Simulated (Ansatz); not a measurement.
H4NSSi (`N[SiH2][S]`) radical from Hartree–Fock to CCSD(T)

Cartesian coordinates in Å:
```
N -0.995 -0.240 0.323
Si 0.676 -0.104 -0.077
S 0.845 1.749 -1.098
H -1.664 -0.402 -0.414
H -1.381 0.368 1.029
H 1.051 -1.250 -0.941
H 1.467 -0.121 1.177
```

Total charge 0; spin multiplicity 2. The geometry is a stationary point of PBE0-D4/def2-TZVP. It is one conformer, not always the lowest. Frozen core, unrestricted reference, Ansatz 0.2.0. CBS rows extrapolate triple and quadruple zeta; past MP2 they add the triple-zeta difference.

```csv
basis,HF (Eh),MP2 corr.,CCSD corr.,(T),CCSD(T) total
def2-SVP,-743.01045,-0.37141,-0.41540,-0.01024,-743.43609
def2-TZVPP,-743.32526,-0.48228,-0.52654,-0.02064,-743.87244
def2-QZVPP,-743.34870,-0.52174,–,–,–
CBS(def2),-743.35192,-0.55096,-0.59522,as TZ,-743.96778
```
